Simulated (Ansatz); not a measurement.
## Worked example: correlation energy of GaP$_{2}$H, quintet

Geometry: that of the GaP2H, triplet, kept fixed. The triplet lies 2.4 eV lower here.

```xyz
4

Ga   -0.0099    0.0340    1.1545
P     0.0883    0.9813   -1.3360
P    -0.0235   -1.0996   -1.2197
H    -1.3092    1.2855   -1.3235
```

Basis cc-pVDZ; Ansatz 0.2.0. Only valence electrons are correlated (noble-gas cores and the filled d shells of p-block atoms frozen), which leaves 14 electrons in 44 orbitals. Prefix R: restricted or restricted open-shell reference; prefix U: unrestricted. No spin–orbit coupling is included, and no scalar relativity.

Full CI isn't at hand for all of this; UCCSDT(Q) serves as the reference, and is uncertain by the last step of the cluster series or more.

UCCSD has a T1 diagnostic of 0.028 and a largest doubles amplitude of 0.07.

Runs differ by some tens of microhartree through their thresholds and, for an open shell, their frozen cores, so steps under 0.03 kcal/mol mean nothing.

Here the R and U totals at CCSDT(Q) differ by 0.34 kcal/mol, a measure of how far such totals hang on the determinant and its frozen core.

| level | total energy (hartree) |
| --- | --- |
| UHF | -2605.195988 |
| UMP2 | -2605.423159 |
| UCCSD | -2605.464858 |
| UCCSD(T) | -2605.476189 |
| UCCSDT | -2605.477881 |
| UCCSDT(Q) | -2605.478863 |

Task: What is the correlation energy at UCCSDT(Q), and what share of it do UMP2 and UCCSD(T) recover?

Result: E(corr) = -2605.478863 − (-2605.195988) = -0.282875 hartree = -7.697 eV. UMP2: -0.227171 / -0.282875 = 80.31 %. UCCSD(T): -0.280201 / -0.282875 = 99.05 %.

Task: By how many kcal/mol does UCCSD(T) miss UCCSDT(Q) (1 hartree = 627.509 kcal/mol), and which steps make up the rest?

Result: -2605.476189 − (-2605.478863) = 0.002674 hartree = 1.68 kcal/mol. Steps: UCCSDT − UCCSD(T) = -1.06, UCCSDT(Q) − UCCSDT = -0.62 kcal/mol. Differences between like states or geometries often cancel part of this.
